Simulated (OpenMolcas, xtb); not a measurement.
Si2H3F (SMILES F[Si][SiH3]): the dipole moment, rung by rung

Si2H3F has 6 atoms, charge 0, and is taken as a triplet. As SMILES, `F[Si][SiH3]`. Geometry: relaxed at GFN2-xTB.

Each level gives the dipole moment (D). The values are calculated.

```
                                level             kind     program  value (D)   CPU time
                             GFN2-xTB   semi-empirical         xtb       1.75  under 2 s
                             GFN0-xTB   semi-empirical         xtb       2.08  under 2 s
                             GFN1-xTB   semi-empirical         xtb       1.57  under 2 s
                           UHF/STO-3G     Hartree–Fock  OpenMolcas       1.61        2 s
                            UHF/3-21G     Hartree–Fock  OpenMolcas       2.19      2.3 s
                         UHF/def2-SVP     Hartree–Fock  OpenMolcas       1.92      4.5 s
                        UHF/def2-TZVP     Hartree–Fock  OpenMolcas       1.64       30 s
                      USVWN5/def2-SVP              LDA  OpenMolcas       1.31       15 s
                         UB3LYP/3-21G    global hybrid  OpenMolcas       1.39       14 s
UTPSS0/6-31G (Cholesky decomposition)  hybrid meta-GGA  OpenMolcas       2.16        7 s
```

The values span 1.31 to 2.19 D. Sets without polarisation functions give poor dipoles. CPU times are rough (shared hosts, several kinds of processor): they show what a rung costs within a factor of a few.
